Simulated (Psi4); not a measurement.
Process, species as SMILES: S (H2S) → [SH-] + H+
B3LYP-D3(BJ)/def2-TZVP geometries, fixed; electronic energies without zero-point terms.

How fast the deprotonation energy converges with the basis for several methods (Psi4): deviation from each method's own reference, in kcal/mol. References: B3LYP 355.53 kcal/mol, the value in aug-cc-pV(5+d)Z; HF 357.82 kcal/mol, the value in aug-cc-pV(5+d)Z; MP2 353.27 kcal/mol, Hartree-Fock in aug-cc-pV(5+d)Z plus the correlation part extrapolated as X^-3 from aug-cc-pV(Q+d)Z and aug-cc-pV(5+d)Z; PBE 354.30 kcal/mol, the value in aug-cc-pV(5+d)Z. All functions are spherical. Density fitting with the program's default auxiliary sets. In correlated methods cores are frozen. Psi4's default fitting sets serve the pcseg sets less well. No added dispersion term, no relativity. 

```tsv
basis	functions	B3LYP	HF	MP2	PBE
3-21G	17	1.50	___	1.31	2.64
pcseg-1	28	3.03	___	7.97	3.58
6-311+G**	42	-1.80	___	7.01	-1.54
def2-SVPD	43	-3.03	___	-0.99	-2.94
def2-TZVP	49	7.62	___	8.12	8.26
6-311++G(2d,2p)	55	-0.73	___	2.95	-0.46
6-311++G(3df,3pd)	83	0.10	___	2.11	0.24
cc-pV(Q+d)Z	124	4.27	___	5.14	4.85
pcseg-3	130	1.21	___	3.76	1.58
def2-QZVPPD	145	-0.36	___	0.98	-0.45
aug-cc-pV(Q+d)Z	181	-0.05	___	0.51	-0.03
pcseg-4	227	0.09	___	1.34	0.18
```

**Question.** Some entries are withheld; supply them.

**Answer.** 
- 3-21G, HF: -9.02
- pcseg-1, HF: -0.25
- 6-311+G**, HF: -2.36
- def2-SVPD, HF: -3.34
- def2-TZVP, HF: 5.33
- 6-311++G(2d,2p), HF: -1.23
- 6-311++G(3df,3pd), HF: -0.21
- cc-pV(Q+d)Z, HF: 2.80
- pcseg-3, HF: 0.62
- def2-QZVPPD, HF: -0.18
- aug-cc-pV(Q+d)Z, HF: -0.09
- pcseg-4, HF: 0.08

Mean absolute deviation over 6-311+G**, def2-TZVP, 6-311++G(2d,2p), 6-311++G(3df,3pd): HF 2.28, B3LYP 2.56, PBE 2.63, MP2 5.05 kcal/mol.
